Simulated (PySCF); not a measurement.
From one molecule to another.

First species: C4H8O.
SMILES: `OCC1CC1`

Second species: Dithiane, C4H8S2.
Atom-mapped SMILES: `[CH2:1]1[CH2:2][CH2:3][S:4][S:5][CH2:6]1` (hydrogens: H7, H8 on C1; H9, H10 on C2; H11, H12 on C3; H13, H14 on C6)

Levels: CAM-B3LYP/def2-SVPD for dipole moment, HOMO energy, LUMO energy, HOMO–LUMO gap, static isotropic polarisability and electronic spatial extent ⟨r²⟩ about the centre of nuclear charge; TDDFT CAM-B3LYP/def2-SVPD for lowest singlet excitation; TDA CAM-B3LYP/def2-SVPD for lowest triplet excitation (Tamm–Dancoff); GFN2-xTB for rotational constant A and rotational constant C. Geometries: GFN2-xTB. All species are isolated and taken at one optimised geometry, non-relativistic unless stated; the electronic structure was computed with PySCF and density fitting.

The conformers computed, where there is a choice (atom-mapped SMILES and torsion angles):
- `[OH:1][CH2:2][CH:3]1[CH2:4][CH2:5]1`: O1–C2–C3–C4 85°, H–O1–C2–C3 -54°

Values for the first species:

| Item | Value |
| --- | --- |
| Dipole moment | 1.88 D |
| HOMO energy | -9.30 eV |
| LUMO energy | 1.32 eV |
| HOMO–LUMO gap | 10.62 eV |
| Lowest singlet excitation | 7.11 eV |
| Lowest triplet excitation (Tamm–Dancoff) | 6.80 eV |
| Static isotropic polarisability | 51.5 au |
| Electronic spatial extent ⟨r²⟩ about the centre of nuclear charge | 468 bohr² |
| Rotational constant A | 12.715 GHz |
| Rotational constant C | 2.888 GHz |

Task: Estimate the same properties for the second species, and the change in each.

Result: 
| property | first | second | second less first |
| --- | --- | --- | --- |
| dipole moment | 1.88 D | 2.82 D | +0.94 D |
| HOMO energy | -9.30 eV | -7.59 eV | +1.71 eV |
| LUMO energy | 1.32 eV | 0.53 eV | -0.79 eV |
| HOMO–LUMO gap | 10.62 eV | 8.12 eV | -2.50 eV |
| lowest singlet excitation | 7.11 eV | 4.38 eV | -2.73 eV |
| lowest triplet excitation (Tamm–Dancoff) | 6.80 eV | 3.74 eV | -3.06 eV |
| static isotropic polarisability | 51.5 au | 85.0 au | +33.5 au |
| electronic spatial extent ⟨r²⟩ about the centre of nuclear charge | 468 bohr² | 804 bohr² | +336 bohr² |
| rotational constant A | 12.715 GHz | 3.009 GHz | -9.706 GHz |
| rotational constant C | 2.888 GHz | 1.603 GHz | -1.285 GHz |

On the first: No computed singlet falls in the visible range (750 to 380 nm, 1.65 to 3.26 eV); S1 lies 3.85 eV above its blue end. A dipole of 1.88 D is allowed in C1, and pure rotational transitions are dipole-allowed.

On the second: No computed singlet falls in the visible range (750 to 380 nm, 1.65 to 3.26 eV); S1 lies 1.12 eV above its blue end. In atomic units the dipole is 1.11 e·bohr (1 au = 2.5417 D).
